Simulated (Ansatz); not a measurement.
`F[C@H]1C[C@H](F)C1`. The species carries charge 0 and has multiplicity 1.

```xyz
12

F     1.808   -0.283   -0.953
C     0.871   -0.639    0.001
C     0.422    0.583    0.810
C    -0.739    0.735   -0.177
F    -1.964    1.036    0.368
C    -0.531   -0.718   -0.613
H     1.261   -1.508    0.533
H     1.137    1.398    0.915
H     0.046    0.285    1.790
H    -0.541    1.458   -0.971
H    -0.596   -0.967   -1.672
H    -1.175   -1.381   -0.032
```

**Question.** What are the harmonic wavenumbers in cm⁻¹ at PBE0-D4/def2-TZVP (Ansatz, finite differences of forces, unscaled)? (An estimate is asked.)

**Answer.** The calculation gave: 105, 326, 344, 422, 469, 677, 793, 863, 934, 946, 998, 1021, 1087, 1147, 1169, 1209, 1234, 1267, 1281, 1312, 1375, 1392, 1439, 1471, 3090, 3092, 3101, 3114, 3159, 3161.

**Question.** Is this a minimum?

**Answer.** Yes, all 30 modes are real.

**Question.** Give the ideal-gas thermochemistry at 298.15 K and 1 bar (rigid rotor, harmonic oscillator; point group Cs, symmetry number 1).

**Answer.** Zero-point energy 251.2 kJ/mol; H(298) − E = 268.0 kJ/mol; entropy 313.2 J/(mol·K), of which translation 165.3, rotation 110.4, vibration 37.5; G(298) − E = 174.6 kJ/mol.

**Question.** And at 400, 500, 600, 800 and 1000 K?

**Answer.** 
| T (K) | H − E (kJ/mol) | S (J/mol/K) | G − E (kJ/mol) |
| --- | --- | --- | --- |
| 400 | 278.6 | 343.7 | 141.1 |
| 500 | 291.7 | 372.8 | 105.3 |
| 600 | 307.0 | 400.6 | 66.6 |
| 800 | 342.6 | 451.6 | -18.7 |
| 1000 | 383.0 | 496.7 | -113.7 |

**Question.** Rotational constants (cm⁻¹)?

**Answer.** 0.286, 0.07921, 0.07251.
